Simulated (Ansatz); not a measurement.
# BF2H: the cost of one run

Program: Ansatz 0.2.0. Level of theory: RKS B3LYP-D4/def2-SVP. These are calculated values, not measurements.

## 1. Starting point

Bond lengths: B1–F3 1.520 Å, B1–F4 1.320 Å. Angles: F3–B1–F4 155.3°.

As a file:

```xyz
4

B     0.0000    0.0000    0.0000
H     0.7533    0.0000    1.1682
F     1.5135    0.0000    0.1406
F    -1.1431    0.0000   -0.6600
```

## 2. A restrained relaxation towards end A

Springs on the bonds that form and break draw the guess towards this end; the thresholds are loose.

Input file input.yaml:

```yaml
crystal:
  periodic: [false, false, false]
  atoms:
    - { symbol: B, position_ang: [0.0, 0.0, 0.0] }
    - { symbol: H, position_ang: [0.7533, 0.0, 1.1682] }
    - { symbol: F, position_ang: [1.5135, 0.0, 0.1406] }
    - { symbol: F, position_ang: [-1.1431, 0.0, -0.66] }
basis:
  gaussian: { orbitals: def2-SVP }
hamiltonian:
  xc: b3lyp
  dispersion: d4
relax:
  f_tol: 0.15
  max_steps: 25
  restrain:
    - { distance: [1, 2], at: 2.12, k: 30.0 }
    - { distance: [0, 1], at: 1.19, k: 30.0 }
    - { distance: [0, 2], at: 1.32, k: 30.0 }
```

Run with:

```
ansatz run input.yaml --threads 1 --pin off --max-ram 2048MiB --backend cpu --events-out ev --progress --plain --runs-dir out
```

**Question.** How long does this run take on 1 thread of Arm Neoverse V1, shared host, and how much memory does it need?

About 6.1 s, with a peak of 0.1 GiB.
